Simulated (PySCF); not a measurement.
**Vertical excitation energies**

Species: (CH3CH2)2CHF, C₅H₁₁F.
Geometry (PBE0-D3(BJ)/def2-SVP, Å), atoms numbered from 1 in this order:
```
atom  x, y, z in Å
C1    -2.524    0.350    0.153
C2    -1.277   -0.507    0.294
C3     0.005    0.264    0.055
F4    -0.039    0.803   -1.224
C5     1.264   -0.570    0.180
C6     2.532    0.226   -0.077
H7    -3.438   -0.241    0.308
H8    -2.572    0.798   -0.850
H9    -2.528    1.173    0.886
H10   -1.226   -0.956    1.300
H11   -1.309   -1.347   -0.421
H12    0.057    1.122    0.753
H13    1.190   -1.410   -0.532
H14    1.283   -1.016    1.189
H15    2.647    1.044    0.653
H16    2.507    0.677   -1.079
H17    3.427   -0.410   -0.010
```

Level of theory: TDDFT CAM-B3LYP/def2-SVPD, vertical, gas phase, core orbitals frozen in the response (PySCF 2.14.0, density-fitted response routines).

```
state  E (eV)  E (kJ/mol)  λ (nm)       f   main configurations (H = HOMO, L = LUMO)
   S1    8.91         859   139.2  0.0061                                  H→L (91%)
   S2    8.97         866   138.2   0.011                                H-1→L (87%)
   S3    9.30         898   133.3  0.0002                 H-2→L (74%), H-3→L+1 (15%)
   S4    9.47         914   130.9  0.0094  H-3→L (47%), H-2→L+1 (31%), H-1→L+2 (14%)
   S5    9.53         920   130.1   0.031                 H→L+1 (55%), H-1→L+2 (23%)
   S6    9.54         920   130.0  0.0029                 H→L+2 (72%), H-1→L+1 (10%)
   S7    9.61         927   129.0  0.0075    H-1→L+1 (51%), H-4→L (20%), H→L+2 (15%)
   S8    9.64         930   128.7   0.138   H-1→L+2 (50%), H→L+1 (25%), H-2→L+1 (8%)
   S9    9.95         960   124.6   0.031                   H→L+3 (70%), H→L+6 (13%)
  S10    9.96         961   124.5   0.042               H-1→L+3 (62%), H-1→L+6 (20%)
```

Triplets (Tamm–Dancoff): T1 8.65 eV, H-1→L (76%); T2 8.73 eV, H→L (86%); T3 9.03 eV, H-2→L (69%), H-3→L+1 (16%); T4 9.11 eV, H-1→L+2 (46%), H-3→L (11%), H-2→L+1 (11%).

The lowest singlet comes at 139 nm (859 kJ/mol) in the vacuum ultraviolet; it is weak; its leading configuration is HOMO→LUMO (91%). The most intense listed level is S8 at 9.64 eV (129 nm, f = 0.138), 0.73 eV above S1. S5/S6 lie within about 0.01 eV of each other. Löwdin shares by element: HOMO (one of a set within 0.03 eV) carbon 50% or more, fluorine 18% (atoms not listed hold the other 33%); LUMO carbon 44% or more (atoms not listed hold the other 56%). The oscillator strengths of these states sum to 0.279; summed over the whole spectrum of an exact calculation they would give the number of electrons, 50 (Thomas–Reiche–Kuhn). Weighted by f, the mean energy of these states is 9.66 eV. The listed states span 1.06 eV, and the widest gap between neighbours is 0.33 eV (S2 to S3). The vertical ionisation energy (ΔSCF) is 11.26 eV, 1.30 eV above S10. Singlets were solved by full linear response, triplets in the Tamm–Dancoff approximation.

On Arm Neoverse V2, one thread, on a shared host, this took 3.0 min of wall time.

One conformer stands for the species.
